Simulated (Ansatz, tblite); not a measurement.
# SiH2Me(NHMe) (C2H9NSi): which spin state is lowest

Is the singlet the ground state of SiH2Me(NHMe) (C2H9NSi)? Other spin states are computed and compared level by level.

Program: Ansatz 0.2.0, Gaussian basis. Level of theory: as each input shows. These are calculated values, not measurements.

Levels to be run: triplet, at the geometry of the singlet (GFN1-xTB, GFN2-xTB, PBE0-D4/def2-TZVP, PBE-D4/def2-TZVP, r2SCAN-D4/def2-TZVP); the singlet's energies come from earlier runs.

### 1 The structure

The geometry is that of the singlet, from an earlier relaxation (PBE0-D4/def2-SVP).

13 atoms, charge 0, spin multiplicity 1.

Bond lengths: Si1–H2 1.498 Å, Si1–H3 1.507 Å, Si1–C4 1.874 Å, Si1–N8 1.734 Å, C4–H5 1.101 Å, C4–H6 1.100 Å, C4–H7 1.102 Å, N8–C9 1.442 Å, N8–H10 1.015 Å, C9–H11 1.109 Å, C9–H12 1.102 Å, C9–H13 1.103 Å. Angles: H2–Si1–H3 106.4°, H2–Si1–C4 111.7°, H2–Si1–N8 107.3°, H3–Si1–C4 108.1°, H3–Si1–N8 114.8°, C4–Si1–N8 108.6°, Si1–C4–H5 110.6°, Si1–C4–H6 111.0°, Si1–C4–H7 111.0°, H5–C4–H6 108.4°, H5–C4–H7 107.4°, H6–C4–H7 108.3°, Si1–N8–C9 124.4°, Si1–N8–H10 116.7°, C9–N8–H10 113.6°, N8–C9–H11 114.4°, N8–C9–H12 109.8°, N8–C9–H13 111.4° and more.

As a file:

```mol
C2H9NSi
  3D, bonds by distance, orders not assigned

 13 12  0  0  0  0  0  0  0  0999 V2000
    0.5661    0.5974    0.2318 Si  0  0
    0.7993    0.5089    1.7090 H   0  0
    1.9265    0.7014   -0.4078 H   0  0
   -0.4108    2.1296   -0.2263 C   0  0
    0.1287    3.0386    0.0821 H   0  0
   -1.3972    2.1278    0.2615 H   0  0
   -0.5639    2.1902   -1.3157 H   0  0
   -0.3505   -0.8009   -0.2292 N   0  0
   -0.0229   -2.1527    0.1518 C   0  0
   -0.8707   -0.7387   -1.0982 H   0  0
    0.7111   -2.6514   -0.5126 H   0  0
    0.4074   -2.1601    1.1665 H   0  0
   -0.9230   -2.7900    0.1869 H   0  0
  1  2  8  0
  1  3  8  0
  1  4  8  0
  1  8  8  0
  4  5  8  0
  4  6  8  0
  4  7  8  0
  8  9  8  0
  8 10  8  0
  9 11  8  0
  9 12  8  0
  9 13  8  0
M  END
```

### 2 Triplet at the fixed geometry, GFN1-xTB

Tight binding, by tblite at 300 K electronic temperature and without a spin-polarisation term:

```python
tblite.interface.Calculator('GFN1-xTB', numbers, positions, charge=0, uhf=2).singlepoint()
```

Energy -378.5815 eV; 0.01 s.

### 3 Triplet at the fixed geometry, GFN2-xTB

Tight binding, by tblite at 300 K electronic temperature and without a spin-polarisation term:

```python
tblite.interface.Calculator('GFN2-xTB', numbers, positions, charge=0, uhf=2).singlepoint()
```

Energy -361.8170 eV; 0.008 s.

### 4 Triplet at the fixed geometry, PBE0-D4/def2-TZVP

The input, in.yaml:

```yaml
crystal:
  periodic: [false, false, false]
  atoms:
    - {symbol: Si, position_ang: [0.566130, 0.597373, 0.231847]}
    - {symbol: H, position_ang: [0.799264, 0.508893, 1.709033]}
    - {symbol: H, position_ang: [1.926519, 0.701372, -0.407778]}
    - {symbol: C, position_ang: [-0.410776, 2.129595, -0.226305]}
    - {symbol: H, position_ang: [0.128680, 3.038570, 0.082063]}
    - {symbol: H, position_ang: [-1.397163, 2.127813, 0.261541]}
    - {symbol: H, position_ang: [-0.563898, 2.190230, -1.315681]}
    - {symbol: N, position_ang: [-0.350550, -0.800916, -0.229200]}
    - {symbol: C, position_ang: [-0.022932, -2.152652, 0.151813]}
    - {symbol: H, position_ang: [-0.870740, -0.738668, -1.098163]}
    - {symbol: H, position_ang: [0.711063, -2.651438, -0.512556]}
    - {symbol: H, position_ang: [0.407444, -2.160113, 1.166522]}
    - {symbol: H, position_ang: [-0.923043, -2.790050, 0.186853]}
basis:
  gaussian: {orbitals: def2-TZVP}
magnetization: {spin_polarized: true, initial_magnetization: 2}
hamiltonian: {xc: pbe0, dispersion: d4}
scf: {omitted_lower_state_checks: [starts]}
output: {orbitals: {seedname: orbitals}}
```

Started as:

```bash
> ansatz run in.yaml --threads 4 --pin off --events-out ev --progress --plain --max-ram 3916MiB
```

What it wrote:

```text
Functional definition: PBE0
  name "PBE0"
  cite "Adamo & Barone, J. Chem. Phys. 110, 6158 (1999) doi:10.1063/1.478522"
  cite "Perdew, Burke & Ernzerhof, Phys. Rev. Lett. 77, 3865 (1996) doi:10.1103/PhysRevLett.77.3865"
  parent pbe
  parameter a = 0.25
  parameter kappa = 0.804
  parameter beta = 0.06672455060314922
  exchange = (1 - a)*pbe_x(kappa = kappa, mu = beta*pi^2/3) + a*exact_x
  correlation = pbe_c(beta = beta)
these checks for a lower state are left out or cut short: starts
1179 factors; their error is unknown
mean field evaluation 1: about -11565.4230 eV, gradient 5.0e1 eV
mean field evaluation 2: about -11554.8951 eV, gradient 6.6e1 eV
mean field evaluation 4: about -11576.9172 eV, gradient 8.3e0 eV
mean field evaluation 8: about -11577.3430 eV, gradient 1.3e-1 eV
mean field evaluation 16: about -11577.3684 eV, gradient 3.8e-3 eV
mean field -11577.36838210 eV, -425.4604406200 hartree, gradient 1.9e-5 eV, S^2 2.005987; 0 other end points of the search recorded, 0 dependent functions left out
reference -11577.36842050 eV, -425.4604420313 hartree; 22, 20 occupied and 162, 164 virtual orbitals, 1179 factors
Total energy: -11577.56093697 eV, -425.4675168811 hartree
Checks for a lower state left out: starts
```

It took 3.6 s on 4 threads of Intel Xeon at 2.60GHz, shared host.

Report: HOMO -1.51 eV, LUMO -5.09 eV (over both spins; with the spin held, an empty level of the minority spin lies below the top filled one); ⟨S²⟩ 2.006 (pure: 2.00).

### 5 Triplet at the fixed geometry, PBE-D4/def2-TZVP

start.molden holds the orbitals of an earlier run on this state, given as this run's starting guess.

in.yaml: that of step 4 with these lines changed.

```diff
@@ -17,5 +17,5 @@
 basis:
-  gaussian: {orbitals: def2-TZVP}
+  gaussian: {orbitals: def2-TZVP, initial_orbitals: start.molden}
 magnetization: {spin_polarized: true, initial_magnetization: 2}
-hamiltonian: {xc: pbe0, dispersion: d4}
+hamiltonian: {xc: pbe, dispersion: d4}
 scf: {omitted_lower_state_checks: [starts]}
```

Same command.

What it wrote:

```text
Functional definition: PBE
  name "PBE"
  cite "Perdew, Burke & Ernzerhof, Phys. Rev. Lett. 77, 3865 (1996) doi:10.1103/PhysRevLett.77.3865"
  parent pbe
  parameter kappa = 0.804
  parameter beta = 0.06672455060314922
  exchange = pbe_x(kappa = kappa, mu = beta*pi^2/3)
  correlation = pbe_c(beta = beta)
these checks for a lower state are left out or cut short: starts
1163 factors; their error is unknown
mean field evaluation 1: about -11576.1097 eV, gradient 6.7e0 eV
mean field evaluation 2: about -11576.2424 eV, gradient 3.3e-1 eV
mean field evaluation 4: about -11576.2166 eV, gradient 2.3e-2 eV
mean field evaluation 8: about -11576.2166 eV, gradient 2.6e-5 eV
mean field -11576.21664487 eV, -425.4181150574 hartree, gradient 2.6e-5 eV, S^2 2.003538; 0 other end points of the search recorded, 0 dependent functions left out
reference -11576.21669606 eV, -425.4181169387 hartree; 22, 20 occupied and 162, 164 virtual orbitals, 1163 factors
Total energy: -11576.44583958 eV, -425.4265378077 hartree
Checks for a lower state left out: starts
```

Run time: 2.7 s. Hardware: 4 threads of Intel Xeon at 2.60GHz, shared host.

From the report: HOMO -0.98 eV, LUMO -6.23 eV (over both spins; with the spin held, an empty level of the minority spin lies below the top filled one); ⟨S²⟩ 2.004 (pure: 2.00).

### 6 Triplet at the fixed geometry, r2SCAN-D4/def2-TZVP

in.yaml: that of step 5 with these lines changed.

```diff
@@ -19,3 +19,3 @@
 magnetization: {spin_polarized: true, initial_magnetization: 2}
-hamiltonian: {xc: pbe, dispersion: d4}
+hamiltonian: {xc: r2scan, dispersion: d4}
 scf: {omitted_lower_state_checks: [starts]}
```

The command is unchanged.

What it wrote:

```text
Functional definition: r2SCAN
  name "r2SCAN"
  cite "Furness, Kaplan, Ning, Perdew & Sun, J. Phys. Chem. Lett. 11, 8208 (2020) doi:10.1021/acs.jpclett.0c02405"
  cite "Furness, Kaplan, Ning, Perdew & Sun, J. Phys. Chem. Lett. 11, 9248 (2020) doi:10.1021/acs.jpclett.0c03077"
  parent r2scan
  parameter k0 = 0.174
  parameter k1 = 0.065
  parameter a1 = 4.9479
  exchange = r2scan_x(k0 = k0, k1 = k1, a1 = a1)
  correlation = r2scan_c
these checks for a lower state are left out or cut short: starts
1163 factors; their error is unknown
mean field evaluation 1: about -11582.3356 eV, gradient 4.2e0 eV
mean field evaluation 2: about -11582.3821 eV, gradient 7.1e-2 eV
mean field evaluation 4: about -11582.3528 eV, gradient 4.0e-3 eV
mean field evaluation 8: about -11582.3528 eV, gradient 1.8e-5 eV
mean field -11582.35278916 eV, -425.6436142011 hartree, gradient 1.8e-5 eV, S^2 2.007888; 0 other end points of the search recorded, 0 dependent functions left out
reference -11582.35280685 eV, -425.6436148509 hartree; 22, 20 occupied and 162, 164 virtual orbitals, 1163 factors
Total energy: -11582.41094297 eV, -425.6457513142 hartree
Checks for a lower state left out: starts
```

It took 4.2 s on 4 threads of Intel Xeon at 2.60GHz, shared host.

HOMO -1.04 eV, LUMO -5.82 eV (over both spins; with the spin held, an empty level of the minority spin lies below the top filled one); ⟨S²⟩ 2.008 (pure: 2.00).

### 7 Triplet less singlet, vertical

The singlet's energies are those of its earlier runs, whose logs aren't repeated here.

```
              level  triplet less singlet, vertical (eV)     time
           GFN1-xTB                               +6.840  0.018 s
           GFN2-xTB                               +6.306  0.012 s
   PBE-D4/def2-TZVP                               +5.317    4.3 s
r2SCAN-D4/def2-TZVP                               +5.446      6 s
  PBE0-D4/def2-TZVP                               +5.600    5.2 s
```

Times add the two runs; a level without a time comes out of a correlated run. Tight binding without a spin term can't rank spin states.

### 8 Outcome

| quantity | value |
| --- | --- |
| triplet less singlet, vertical, functionals in def2-TZVP | +5.317 (PBE-D4) to +5.600 eV (PBE0-D4) |

**Reading.** All functionals put the triplet above the singlet, over a spread of 0.284 eV. The checks for a lower triplet were left out, so another state of that spin may lie lower. These are electronic energies, without zero-point motion, entropy or surroundings.
